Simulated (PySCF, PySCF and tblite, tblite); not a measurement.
# C₄H₉N: a path driven as pyramidal inversion, and NMR exchange

Aim: the barrier and rate of pyramidal inversion in C₄H₉N (`CN1CCC1`), and what it does to NMR lines.

Programs: PySCF 2.14.0 with density-fitted response routines of our own, and tblite 0.8.0. All values are computed, except where a source is named. Atoms count from 0 throughout.

### 1 The molecule as given

14 atoms, charge 0, multiplicity 1; geometry from: force field or distance geometry start.

Bonds of the start (Å): C0–H5 1.10, C0–H6 1.10, C0–H7 1.10, C0–N1 1.44, C2–C3 1.53, C2–H8 1.09, C2–H9 1.10, C3–C4 1.55, C3–H10 1.10, C3–H11 1.08, C4–H12 1.09, C4–H13 1.10, N1–C2 1.48, N1–C4 1.49.

### 2 GFN2-xTB relaxation, start minimum

Job settings and geometry (Å):

```
{"job": {"xc": "GFN2-xTB", "basis": "xTB", "kind": "relax"}, "charge": 0, "multiplicity": 1}
C     -1.722000    -0.120000     0.140600
N     -0.384500     0.024000     0.663800
C      0.380600     1.062400    -0.063900
C      1.581000     0.120300    -0.055600
C      0.521900    -1.001500     0.085400
H     -2.212400    -1.009800     0.559000
H     -1.768700    -0.193700    -0.955300
H     -2.330000     0.750600     0.442600
H      0.513300     2.000400     0.480300
H      0.006000     1.293100    -1.073800
H      2.221100     0.220100     0.833100
H      2.195800     0.091600    -0.946100
H      0.784000    -1.820900     0.758100
H      0.213300    -1.417100    -0.890400
```

Launch:

```sh
> OMP_NUM_THREADS=1 python ens_run.py task.json out
```

One launch serves the whole session.

Standard output:

```text
step      E/eV     max force
  0    -436.59567    1.923
  1    -436.67648    0.930
  2    -436.70805    0.298
  3    -436.71712    0.272
  4    -436.72345    0.289
  5    -436.73027    0.236
  6    -436.73680    0.205
  7    -436.74242    0.169
  8    -436.74757    0.222
  9    -436.75215    0.193
 10    -436.75585    0.154
 11    -436.75846    0.129
 12    -436.76026    0.091
 13    -436.76164    0.084
 14    -436.76263    0.073
 15    -436.76330    0.071
 16    -436.76375    0.046
 17    -436.76407    0.036
 18    -436.76427    0.035
 19    -436.76441    0.033
 20    -436.76455    0.031
 21    -436.76473    0.035
 22    -436.76497    0.043
 23    -436.76520    0.033
 24    -436.76539    0.033
 25    -436.76555    0.039
 26    -436.76577    0.042
 27    -436.76610    0.057
 28    -436.76653    0.068
 29    -436.76700    0.071
 30    -436.76740    0.073
 31    -436.76774    0.069
 32    -436.76808    0.053
 33    -436.76839    0.044
 34    -436.76862    0.042
 35    -436.76882    0.039
 36    -436.76900    0.042
 37    -436.76915    0.031
 38    -436.76923    0.015
 39    -436.76925    0.010
 40    -436.76926    0.010
 41    -436.76927    0.009
 42    -436.76928    0.006
 43    -436.76928    0.004
 44    -436.76928    0.003
```

Run time: 0.19 s. Hardware: 1 thread of Intel Xeon at 2.60GHz, shared host.

The energy fell by 0.174 eV, and the atoms moved 0.12 Å (root mean square).

### 3 Relaxed scan, inversion

Job settings and geometry (Å):

```
{"job": {"xc": "GFN2-xTB", "basis": "xTB", "coordinate": [["t", [4, 0, 2, 1], 0.3333333333333333], ["t", [0, 2, 4, 1], 0.3333333333333333], ["t", [2, 4, 0, 1], 0.3333333333333333]], "kind": "drive"}, "charge": 0, "multiplicity": 1}
C     -1.771210    -0.122176     0.086862
N     -0.416218     0.008593     0.545881
C      0.404948     1.080981    -0.020435
C      1.585610     0.107460    -0.106101
C      0.555873    -1.003544     0.126824
H     -2.210634    -1.012991     0.534827
H     -1.847826    -0.205562    -1.010664
H     -2.338720     0.750147     0.409825
H      0.510445     1.939547     0.645067
H      0.062561     1.425234    -1.005268
H      2.289760     0.216251     0.713751
H      2.121932     0.079629    -1.050986
H      0.776612    -1.736394     0.904831
H      0.276189    -1.527648    -0.796578
```

Standard output:

```text
point  coordinate     E/eV
  0    -28.500     -436.71694
  1    -19.600     -436.60794
  2    -10.000     -436.51261
  3     -0.200     -436.46773
  4      9.600     -436.48445
  5     19.200     -436.55377
  6     28.100     -436.63595
  7     35.600     -436.66102
```

It took 0.49 s on 1 thread of Intel Xeon at 2.60GHz, shared host.

The highest point is number 3, 5.7 kcal/mol above the first.

### 4 Nudged elastic band, leg 1

Changed since step 3:

```diff
@@ -1,2 +1,2 @@
-{"job": {"xc": "GFN2-xTB", "basis": "xTB", "coordinate": [["t", [4, 0, 2, 1], 0.3333333333333333], ["t", [0, 2, 4, 1], 0.3333333333333333], ["t", [2, 4, 0, 1], 0.3333333333333333]], "kind": "drive"}, "charge": 0, "multiplicity": 1}
+{"job": {"xc": "GFN2-xTB", "basis": "xTB", "kind": "neb"}, "charge": 0, "multiplicity": 1}
 C     -1.771210    -0.122176     0.086862
```

Standard output:

```text
image   E - E0 / eV
  0       0.0000
  1       0.1425
  2       0.3018
  3       0.1289
  4       0.0894
  5       0.0367
  6       0.0000
```

It took 1.4 s on 1 thread of Intel Xeon at 2.60GHz, shared host.

The highest point is number 2, 7.0 kcal/mol above the first.

### 5 Saddle search, leg 1

Job settings and geometry (Å):

```
{"job": {"xc": "GFN2-xTB", "basis": "xTB", "kind": "saddle"}, "charge": 0, "multiplicity": 1}
C     -1.860725    -0.130285     0.071173
N     -0.445301    -0.031452     0.019201
C      0.433930     1.096431    -0.091521
C      1.615476     0.111420    -0.084482
C      0.588441    -1.025257     0.055736
H     -2.143173    -0.993622     0.678666
H     -2.329282    -0.242507    -0.921675
H     -2.269335     0.768672     0.538372
H      0.392906     1.780553     0.769132
H      0.326001     1.690056    -1.010560
H      2.293926     0.219139     0.756636
H      2.182929     0.088810    -1.010586
H      0.638302    -1.583929     1.002355
H      0.575903    -1.748028    -0.772446
```

Standard output:

```text
step      E/eV     max force
  0    -436.46745   0.0344
  1    -436.46752   0.0351
  2    -436.46758   0.0041
  3    -436.46759   0.0024
  4    -436.33990   1.5300
  5    -436.46171   0.3897
  6    -436.46804   0.0795
  7    -436.46831   0.0090
  8    -436.46830   0.0037
lowest wavenumbers (cm-1): -313.8 24.5 146.0 309.1 658.7 785.4
```

Wall time 1.4 s (1 thread of Intel Xeon at 2.60GHz, shared host).

Point group C1; 1 imaginary mode, 314i cm⁻¹, carried by N1. Steps downhill from it reached both ends.

### 6 DFT refinement, start: PBE0-D3(BJ)/def2-SVP

Job settings and geometry (Å):

```
{"job": {"xc": "PBE0", "basis": "def2-SVP", "kind": "refine"}, "charge": 0, "multiplicity": 1}
C     -1.771210    -0.122176     0.086862
N     -0.416218     0.008593     0.545881
C      0.404948     1.080981    -0.020435
C      1.585610     0.107460    -0.106101
C      0.555873    -1.003544     0.126824
H     -2.210634    -1.012991     0.534827
H     -1.847826    -0.205562    -1.010664
H     -2.338720     0.750147     0.409825
H      0.510445     1.939547     0.645067
H      0.062561     1.425234    -1.005268
H      2.289760     0.216251     0.713751
H      2.121932     0.079629    -1.050986
H      0.776612    -1.736394     0.904831
H      0.276189    -1.527648    -0.796578
```

Standard output:

```text
step      E/eV     max force
  0     -5772.88477   0.6979
  1     -5772.92855   0.1533
  2     -5772.93191   0.1664
  3     -5772.93346   0.0641
  4     -5772.93375   0.0058
```

Wall time 36 s (1 thread of Intel Xeon at 2.60GHz, shared host); peak memory 0.55 GiB.

Relaxing gained 0.049 eV and moved the atoms by 0.11 Å on average (rms).

**DFT refinement, saddle of leg 1: PBE0-D3(BJ)/def2-SVP**

Job settings and geometry (Å):

```
{"job": {"xc": "PBE0", "basis": "def2-SVP", "kind": "refine"}, "charge": 0, "multiplicity": 1}
C     -1.860108    -0.135259     0.087481
N     -0.446163    -0.027569     0.006143
C      0.438024     1.099140    -0.075109
C      1.616070     0.109841    -0.073822
C      0.583252    -1.026325     0.014078
H     -2.164697    -0.748702     0.946050
H     -2.299368    -0.579759    -0.819355
H     -2.278045     0.862331     0.214855
H      0.398987     1.778071     0.789466
H      0.336476     1.699482    -0.991052
H      2.272476     0.191058     0.787965
H      2.208210     0.112253    -0.984561
H      0.628250    -1.629598     0.932847
H      0.566413    -1.709867    -0.847342
```

Standard output:

```text
step      E/eV     max force
  0     -5772.67541   0.7915
  1     -5772.70383   0.2583
  2     -5772.70569   0.0414
  3     -5772.70571   0.0189
  4     -5772.70570   0.0157
  5     -5772.70571   0.0020
```

Run time: 38 s. Hardware: 1 thread of Intel Xeon at 2.60GHz, shared host; peak memory 0.56 GiB.

Relaxing gained 0.030 eV and moved the atoms by 0.05 Å on average (rms).

### 7 Shieldings, start: PBE0/pcSseg-1

Job settings and geometry (Å):

```
{"job": {"kind": "nmr", "xc": "PBE0", "basis": "pcSseg-1", "pop": false}, "charge": 0, "multiplicity": 1}
C     -1.780667    -0.118857     0.142605
N     -0.404266     0.006811     0.510042
C      0.408718     1.071871    -0.065448
C      1.609855     0.112511    -0.059686
C      0.558923    -1.000513     0.081059
H     -2.220749    -1.009501     0.618564
H     -1.936889    -0.207808    -0.958001
H     -2.348761     0.757126     0.493902
H      0.471784     1.999157     0.530206
H      0.103680     1.342006    -1.100538
H      2.232266     0.221122     0.839162
H      2.250722     0.095960    -0.951191
H      0.748357    -1.816500     0.800013
H      0.306349    -1.453856    -0.902854
```

Standard output:

```text
coarse grid: 10992 points
cycle   1  E = -212.2114038858  dE =  5.114e-01  |g| = 2.989e-01  |ddm| = 3.112e+00
cycle   2  E = -212.2066444945  dE =  4.759e-03  |g| = 3.451e-01  |ddm| = 7.096e-01
cycle   3  E = -212.2364806010  dE = -2.984e-02  |g| = 5.329e-02  |ddm| = 3.956e-01
cycle   4  E = -212.2369310728  dE = -4.505e-04  |g| = 2.160e-02  |ddm| = 4.513e-02
cycle   5  E = -212.2370218032  dE = -9.073e-05  |g| = 4.671e-03  |ddm| = 1.728e-02
cycle   6  E = -212.2370260225  dE = -4.219e-06  |g| = 1.081e-03  |ddm| = 4.716e-03
final grid: 104176 points
cycle   7  E = -212.2665359757  dE = -2.243e-05  |g| = 7.737e-03  |ddm| = 2.366e-02
cycle   8  E = -212.2665293336  dE =  6.642e-06  |g| = 9.364e-03  |ddm| = 1.542e-02
cycle   9  E = -212.2665515600  dE = -2.223e-05  |g| = 6.821e-04  |ddm| = 8.538e-03
cycle  10  E = -212.2665516494  dE = -8.936e-08  |g| = 1.811e-04  |ddm| = 5.894e-04
cycle  11  E = -212.2665516554  dE = -6.026e-09  |g| = 4.273e-05  |ddm| = 1.532e-04
cycle  12  E = -212.2665516557  dE = -3.332e-10  |g| = 1.777e-05  |ddm| = 5.075e-05
converged SCF energy = -212.2665516557

GIAO shielding tensors (ppm)
atom      isotropic    diamagn.    paramagn.     s11        s22        s33       span
  0 C      139.999     245.168    -105.170    107.196    128.329    184.471     77.275
  1 N      226.556     322.820     -96.264    170.494    243.777    265.396     94.902
  2 C      127.806     247.709    -119.903    103.976    111.969    167.472     63.496
  3 C      166.534     251.852     -85.318    154.854    168.488    176.261     21.407
  4 C      127.814     247.708    -119.894    103.988    111.978    167.476     63.487
  5 H       29.006      28.890       0.115     24.648     26.538     35.832     11.184
  6 H       29.630      29.497       0.133     26.214     27.942     34.735      8.521
  7 H       29.005      28.890       0.116     24.647     26.538     35.831     11.184
  8 H       28.032      29.880      -1.848     24.963     25.049     34.084      9.121
  9 H       28.736      30.777      -2.041     26.023     27.775     32.410      6.387
 10 H       29.240      30.190      -0.951     25.969     26.993     34.757      8.788
 11 H       29.824      29.869      -0.044     25.390     27.970     36.113     10.723
 12 H       28.033      29.880      -1.848     24.963     25.049     34.085      9.122
 13 H       28.736      30.778      -2.042     26.023     27.775     32.410      6.387
```

It took 9.4 s on 1 thread of Intel Xeon at 2.60GHz, shared host; peak memory 0.62 GiB.

This run: HOMO -6.08 eV, LUMO 1.59 eV; dipole 0.73 D.

### 8 Shieldings, saddle of leg 1: PBE0/pcSseg-1

Job settings and geometry (Å):

```
{"job": {"kind": "nmr", "xc": "PBE0", "basis": "pcSseg-1", "pop": false}, "charge": 0, "multiplicity": 1}
C     -1.855174    -0.140476     0.087099
N     -0.446077    -0.028510     0.012560
C      0.433539     1.104017    -0.057442
C      1.619393     0.110404    -0.076187
C      0.579031    -1.030545     0.001919
H     -2.200540    -0.678175     0.994982
H     -2.305075    -0.657002    -0.787459
H     -2.295495     0.867892     0.125475
H      0.411232     1.786199     0.818896
H      0.339330     1.733129    -0.967945
H      2.292331     0.180861     0.788889
H      2.218136     0.126114    -0.996735
H      0.640255    -1.661170     0.915008
H      0.568892    -1.717639    -0.871415
```

Standard output:

```text
coarse grid: 10992 points
cycle   1  E = -212.2023390837  dE =  5.391e-01  |g| = 2.929e-01  |ddm| = 3.154e+00
cycle   2  E = -212.1931056559  dE =  9.233e-03  |g| = 3.691e-01  |ddm| = 7.215e-01
cycle   3  E = -212.2265342895  dE = -3.343e-02  |g| = 4.294e-02  |ddm| = 4.200e-01
cycle   4  E = -212.2267986422  dE = -2.644e-04  |g| = 2.199e-02  |ddm| = 4.057e-02
cycle   5  E = -212.2268965956  dE = -9.795e-05  |g| = 2.917e-03  |ddm| = 1.530e-02
cycle   6  E = -212.2268980499  dE = -1.454e-06  |g| = 9.725e-04  |ddm| = 2.639e-03
final grid: 104176 points
cycle   7  E = -212.2563531185  dE = -2.006e-05  |g| = 7.423e-03  |ddm| = 2.015e-02
cycle   8  E = -212.2563463730  dE =  6.745e-06  |g| = 9.133e-03  |ddm| = 1.615e-02
cycle   9  E = -212.2563675589  dE = -2.119e-05  |g| = 8.269e-04  |ddm| = 9.060e-03
cycle  10  E = -212.2563676896  dE = -1.307e-07  |g| = 1.566e-04  |ddm| = 6.461e-04
cycle  11  E = -212.2563676938  dE = -4.275e-09  |g| = 4.022e-05  |ddm| = 1.256e-04
cycle  12  E = -212.2563676941  dE = -3.089e-10  |g| = 1.500e-05  |ddm| = 4.284e-05
converged SCF energy = -212.2563676941

GIAO shielding tensors (ppm)
atom      isotropic    diamagn.    paramagn.     s11        s22        s33       span
  0 C      148.935     242.330     -93.395    125.689    132.144    188.971     63.281
  1 N      262.493     329.034     -66.540    164.935    285.543    337.002    172.066
  2 C      130.139     244.103    -113.964    108.099    114.368    167.950     59.851
  3 C      167.522     253.434     -85.913    161.761    162.231    178.573     16.812
  4 C      131.293     244.150    -112.857    113.442    113.966    166.470     53.028
  5 H       28.818      28.317       0.501     23.858     26.923     35.673     11.816
  6 H       28.768      28.253       0.516     23.706     26.863     35.736     12.030
  7 H       29.170      28.719       0.451     25.593     26.669     35.247      9.654
  8 H       27.596      29.679      -2.083     24.649     25.182     32.958      8.309
  9 H       27.577      29.646      -2.069     24.594     25.166     32.971      8.376
 10 H       29.318      30.066      -0.748     25.723     27.437     34.794      9.071
 11 H       29.324      30.062      -0.737     25.728     27.435     34.811      9.084
 12 H       27.719      29.567      -1.848     25.013     25.087     33.056      8.044
 13 H       27.697      29.537      -1.840     24.994     25.025     33.072      8.078
```

Wall time 9.5 s (1 thread of Intel Xeon at 2.60GHz, shared host); peak memory 0.62 GiB.

In short: HOMO -5.30 eV, LUMO 1.52 eV; dipole 0.18 D.

### 9 Barriers, rates and exchange

Job settings and geometry (Å):

```
{"job": {"smiles": "CN1CCC1", "charge": 0, "mult": 1, "motion": "inversion", "what": "nitrogen in a small ring", "atoms": [1], "drives": [{"terms": [["t", [4, 0, 2, 1], 0.3333333333333333], ["t", [0, 2, 4, 1], 0.3333333333333333], ["t", [2, 4, 0, 1], 0.3333333333333333]], "neg": true, "n": 8}], "study": "path", "level": {"kind": "nmr", "xc": "PBE0", "basis": "pcSseg-1"}, "fields": [90, 100, 270], "first": 2, "seed": 288, "refine": {"xc": "PBE0", "basis": "def2-SVP"}, "kind": "path"}, "charge": 0, "multiplicity": 1}
C     -1.771210    -0.122176     0.086862
N     -0.416218     0.008593     0.545881
C      0.404948     1.080981    -0.020435
C      1.585610     0.107460    -0.106101
C      0.555873    -1.003544     0.126824
H     -2.210634    -1.012991     0.534827
H     -1.847826    -0.205562    -1.010664
H     -2.338720     0.750147     0.409825
H      0.510445     1.939547     0.645067
H      0.062561     1.425234    -1.005268
H      2.289760     0.216251     0.713751
H      2.121932     0.079629    -1.050986
H      0.776612    -1.736394     0.904831
H      0.276189    -1.527648    -0.796578
```

Standard output:

```text
stationary points (kcal/mol above the start)
  n  kind          group   xTB      DFT    lowest mode
  0  minimum      Cs       0.00     0.00     138.5
  1  saddle       C1       6.94     6.52    -313.8
  2  minimum      Cs       0.00     0.00     138.8

GFN2-xTB energies: T/K, barrier G, reaction G (kcal/mol), k forward, k back (1/s)
 150.00     5.60     0.00   4.38e+04    4.4e+04
 200.00     5.53     0.00   7.51e+06   7.52e+06
 250.00     5.49     0.00   1.66e+08   1.66e+08
 298.15     5.47     0.00   1.22e+09   1.23e+09
 350.00     5.46     0.00   5.67e+09   5.68e+09
 400.00     5.48     0.00    1.7e+10    1.7e+10
 500.00     5.55     0.00   7.79e+10    7.8e+10

PBE0-D3(BJ)/def2-SVP energies: T/K, barrier G, reaction G (kcal/mol), k forward, k back (1/s)
 150.00     3.91     0.00   1.24e+07   1.24e+07
 200.00     3.85     0.00   5.17e+08   5.18e+08
 250.00     3.81     0.00    4.9e+09   4.91e+09
 298.15     3.78     0.00   2.09e+10   2.09e+10
 350.00     3.78     0.00   6.36e+10   6.37e+10
 400.00     3.79     0.00   1.41e+11   1.41e+11
 500.00     3.87     0.00   4.24e+11   4.24e+11

PBE0/pcSseg-1 + D3(BJ) energies: T/K, barrier G, reaction G (kcal/mol), k forward, k back (1/s)
 150.00     5.18     0.00   1.79e+05    1.8e+05
 200.00     5.11     0.00   2.16e+07   2.16e+07
 250.00     5.07     0.00   3.86e+08   3.87e+08
 298.15     5.05     0.00   2.48e+09   2.49e+09
 350.00     5.04     0.00   1.04e+10   1.04e+10
 400.00     5.06     0.00   2.88e+10   2.88e+10
 500.00     5.13     0.00   1.19e+11   1.19e+11
```

Wall time 99 s (1 thread of Intel Xeon at 2.60GHz, shared host); peak memory 0.62 GiB. This counts the whole study up to here.

Barriers by level (kcal/mol; entropies in cal/(mol K)). Zero-point and thermal terms come from xTB in every row. ΔG‡ leaves symmetry out; the rate counts equivalent paths (a factor of 2); effective ΔG‡, where given, is the barrier that would give that rate by Eyring's equation alone:

| level | ΔE‡ | with zero-point | ΔH‡ | ΔS‡ | ΔG‡ (298 K) | ΔE of reaction | k at 298 K (1/s) | effective ΔG‡ |
| --- | --- | --- | --- | --- | --- | --- | --- | --- |
| GFN2-xTB | 6.94 | 5.82 | 5.82 | 1.2 | 5.47 | 0.00 | 1.2e+09 | 5.06 |
| PBE0-D3(BJ)/def2-SVP | 5.26 | 4.14 | 4.14 | 1.2 | 3.78 | 0.00 | 2.1e+10 | 3.37 |
| PBE0/pcSseg-1 + D3(BJ) | 6.52 | 5.40 | 5.40 | 1.2 | 5.05 | 0.00 | 2.5e+09 | 4.64 |

Sites that the driver pairs across this motion, and where their lines would merge (no couplings; faster rotations or exchange between molecules can average them sooner):

| nucleus | sites: shielding (ppm) | proton frequency (MHz) | spread (Hz) | coalescence (K) | lines at 298 K |
| --- | --- | --- | --- | --- | --- |
| ¹H | H8, H12: 28.03; H9, H13: 28.74 | 90 | 63 | 109 | 1 |
| ¹H | H8, H12: 28.03; H9, H13: 28.74 | 100 | 70 | 110 | 1 |
| ¹H | H8, H12: 28.03; H9, H13: 28.74 | 270 | 190 | 114 | 1 |
| ¹H | H10: 29.24; H11: 29.82 | 90 | 53 | 108 | 1 |
| ¹H | H10: 29.24; H11: 29.82 | 100 | 58 | 109 | 1 |
| ¹H | H10: 29.24; H11: 29.82 | 270 | 158 | 113 | 1 |

### 10 What came out

| quantity | value |
| --- | --- |
| barrier (PBE0/pcSseg-1 + D3(BJ)) | ΔE‡ 6.5, ΔG‡(298 K) 5.0 kcal/mol |
| barrier (GFN2-xTB) | ΔE‡ 6.9 kcal/mol |
| rate at 298 K | 2.5e+09 s⁻¹ |
| end of the path | the start, renumbered or mirrored |
| coalescence of ¹H H8 | 114 K at 270 MHz |

In words: DFT puts the top 6.5 kcal/mol above the start (xTB: 6.9); the rate from the DFT barrier is 2.5e+09 s⁻¹ at 298 K. An error of 1.4 kcal/mol changes that rate tenfold. The ¹H lines of H8 and its partners, 190 Hz apart at 270 MHz, merge at 114 K, so by this path alone the exchange at 298 K is fast for them; other paths were not followed.
